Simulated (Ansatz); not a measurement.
Input file:

```yaml
crystal:
  periodic: [false, false, false]
  atoms:
    - {symbol: B, position_ang: [-2.338009, 0.040114, 0.000000]}
    - {symbol: H, position_ang: [-2.934742, 1.073685, 0.000000]}
    - {symbol: H, position_ang: [-2.934742, -0.993457, 0.000000]}
    - {symbol: H, position_ang: [-0.530009, 0.040114, 0.000000]}
    - {symbol: Si, position_ang: [1.012991, 0.040114, 0.000000]}
    - {symbol: H, position_ang: [1.625172, -0.834170, 1.090012]}
    - {symbol: H, position_ang: [1.625172, -0.834170, -1.090012]}
basis:
  gaussian: {orbitals: STO-3G}
magnetization: {spin_polarized: false}
hamiltonian: {xc: {name: r2SCAN}}
correlation: {method: ccsdt_q_b, electrons: valence, diis_vectors: 1}
scf: {lower_state_search: off}
output: {forces: true}
```

```sh
$ ansatz run in.yaml --threads 1 --pin off --events-out ev --progress --plain --max-ram 2393MiB
```

Output:

```
these checks for a lower state are left out or cut short: starts, cluster_reference, orbital_swaps, neighbouring_geometries, increment
303 factors; integrals over basis functions are off by at most 2.9e-8 eV
mean field evaluation 1: about -8526.9814 eV, gradient 1.3e1 eV
mean field evaluation 2: about -8526.9160 eV, gradient 1.3e1 eV
mean field evaluation 4: about -8526.3266 eV, gradient 1.3e1 eV
mean field evaluation 8: about -8527.5545 eV, gradient 3.3e-2 eV
mean field -8527.55452699 eV, -313.3818486827 hartree, gradient 3.9e-6 eV, S^2 0.000000; 0 other end points of the search recorded, 0 dependent functions left out; unrestricted orbitals would lower it
6 core orbitals not correlated: weight in the atoms' cores, before any rotation towards them, 0.999 or more for the frozen orbitals, at most 0.000 for the correlated occupied ones
reference -8505.94421205 eV, -312.5876842566 hartree; 6, 6 occupied and 7, 7 virtual orbitals, 303 factors
second order -3.07171268 eV of doubles, -0.14863873 eV of singles
cycle   1  -3.75344650 eV  change   -8.5e-1 eV  update   1.1e-1
cycle   2  -4.60926387 eV  change   -8.6e-1 eV  update   7.0e-2
cycle   3  -4.68839626 eV  change   -7.9e-2 eV  update   2.9e-2
cycle   4  -4.73856130 eV  change   -5.0e-2 eV  update   1.7e-2
cycle   5  -4.73723134 eV  change    1.3e-3 eV  update   8.5e-3
cycle   6  -4.73542208 eV  change    1.8e-3 eV  update   4.4e-3
...
cycle  33  -4.73726727 eV  change   -2.1e-6 eV  update   1.5e-6
cycle  34  -4.73726911 eV  change   -1.8e-6 eV  update   1.2e-6
cycle  35  -4.73726975 eV  change   -6.3e-7 eV  update   8.2e-7
cycle  36  -4.73727044 eV  change   -6.9e-7 eV  update   6.4e-7
cycle  37  -4.73727089 eV  change   -4.5e-7 eV  update   4.5e-7
cycle  38  -4.73727150 eV  change   -6.0e-7 eV  update   3.8e-7
cycle  39  -4.73727195 eV  change   -4.6e-7 eV  update   2.9e-7
cycle  40  -4.73727222 eV  change   -2.6e-7 eV  update   2.2e-7
cycle  41  -4.73727237 eV  change   -1.5e-7 eV  update   1.5e-7
perturbative correction -0.00807060 eV, -0.0002965890 hartree
WARN: these amplitudes may be one of several solutions (largest doubles amplitude 0.46, level shift 1.84 eV)
the calculation of the forces begins
mean field evaluation 16: about -8505.9398 eV, gradient 1.0e1 eV
Total energy: -8510.68955501 eV, -312.7620723941 hartree
Atom 0 at    -2.338009     0.040114     0.000000 Å, force     0.391757    -0.313098     0.000000 eV/Å
Atom 1 at    -2.934742     1.073685     0.000000 Å, force     0.230819    -0.053637    -0.000000 eV/Å
Atom 2 at    -2.934742    -0.993457     0.000000 Å, force     0.140610     0.081383    -0.000000 eV/Å
Atom 3 at    -0.530009     0.040114     0.000000 Å, force    -1.131119     0.137538    -0.000000 eV/Å
Atom 4 at     1.012991     0.040114     0.000000 Å, force     2.209096    -1.445662     0.000000 eV/Å
Atom 5 at     1.625172    -0.834170     1.090012 Å, force    -0.920581     0.796738    -0.447218 eV/Å
Atom 6 at     1.625172    -0.834170    -1.090012 Å, force    -0.920581     0.796738     0.447218 eV/Å
Dipole moment:    -0.070587     0.124175    -0.000000 e Å
Checks for a lower state left out: starts, cluster_reference, orbital_swaps, neighbouring_geometries, increment
```

Forces (eV/Å):
```
B    0.392 -0.313  0.000
H    0.231 -0.054  0.000
H    0.141  0.081  0.000
H   -1.131  0.138  0.000
Si   2.209 -1.446  0.000
H   -0.921  0.797 -0.447
H   -0.921  0.797  0.447
```

Ran on 1 thread of Arm Neoverse V1, shared host: 15 s wall, 0.29 GiB peak host memory.
